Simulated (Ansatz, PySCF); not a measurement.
This Ansatz (a quantum-chemistry and plane-wave program) input computes a PBE0/def2-TZVPD energy:

Ansatz 0.2 input:
```yaml
crystal:
  periodic: [false, false, false]
  atoms:
    - {symbol: C, position_ang: [0.09243262, 0.69871992, -0.00992094]}
    - {symbol: C, position_ang: [1.35201846, 1.05337977, -0.01885512]}
    - {symbol: Cl, position_ang: [-0.73221915, -0.76094037, 0.01283470]}
    - {symbol: H, position_ang: [2.15719226, 0.32186446, -0.01136807]}
    - {symbol: H, position_ang: [1.62382678, 2.10152370, -0.03416548]}
basis:
  gaussian:
    orbitals: def2-TZVPD
hamiltonian:
  xc: {name: PBE0}
magnetization: {spin_polarized: true, initial_magnetization: 1}
output: {forces: true}
```

**Question.** Write an input for the same energy in PySCF and say what it gives.

**Answer.** 
```python
from pyscf import gto, scf, dft

mol = gto.M(
    atom='''
    C     0.09243262    0.69871992   -0.00992094
    C     1.35201846    1.05337977   -0.01885512
    Cl   -0.73221915   -0.76094037    0.01283470
    H     2.15719226    0.32186446   -0.01136807
    H     1.62382678    2.10152370   -0.03416548
    ''',
    basis='def2-tzvpd',
    charge=0,
    spin=1,
    verbose=4,
)

mf = dft.UKS(mol, xc='pbe0').density_fit(auxbasis='def2-universal-jkfit')
mf.grids.level = 3
mf.conv_tol = 1e-9
mf.max_cycle = 100
mf.max_memory = 1500
mf.kernel()
if not mf.converged:
    mf = mf.newton()
    mf.kernel(mf.make_rdm1())
for _ in range(2):
    mo, _, stable, _ = mf.stability(return_status=True)
    if stable:
        break
    mf.kernel(mf.make_rdm1(mo, mf.mo_occ))
mf.analyze()
```
It gives -537.30524 Eh, and Ansatz -537.30521 Eh, a difference of 0.03 mEh, from the treatment of integrals and grids.

It need not be the lowest isomer of its formula.
